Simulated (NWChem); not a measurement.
**Spin states of HO**

SMILES: [OH]
```xyz
2

O      0.0000     0.0000     0.1085
H      0.0000     0.0000    -0.8679
```
Charge 0, spin multiplicity 2.

The numbers come from NWChem runs, not from measurements. The geometry was optimised at UPBE0/def2-SVP, a minimum by its harmonic frequencies.

Basis set: def2-TZVP. The gap is E(quartet) − E(doublet) at the geometry of the doublet, so a negative value puts the higher spin lower. Open shells are unrestricted, coupled cluster uses restricted open-shell references. The quartet is the single determinant that the SCF runs reached, with unpaired electrons in orbitals of symmetry a1 and b1 and b2 (C2v labels); it need not be the lowest quartet, which in molecules with degenerate π orbitals can need several determinants.

The correlated methods keep 1 core orbital frozen. B3LYP has NWChem's definition, with VWN1-RPA local correlation. The structure started from a generated list of species. The unpaired electrons of the parent sit in orbitals of symmetry b2 (C2v labels of the run); other states weren't searched. The stability of the SCF solutions was not checked. Open-shell Hartree-Fock references start from PBE0 orbitals. Coupled-cluster values serve here as a point of comparison, not as the truth.

```
method   vertical doublet-quartet gap (kcal/mol)
-------  ---------------------------------------
CCSD(T)                               (withheld)
TPSS                                       177.6
MP2                                        179.6
B3LYP                                      181.7
HF                                         149.2
BLYP                                  (withheld)
B2PLYP                                     180.6
PBE                                        181.4
```

### Question
Some entries are withheld; supply them.

### Answer

- CCSD(T), vertical doublet-quartet gap (kcal/mol): 178.1
- BLYP, vertical doublet-quartet gap (kcal/mol): 183.6
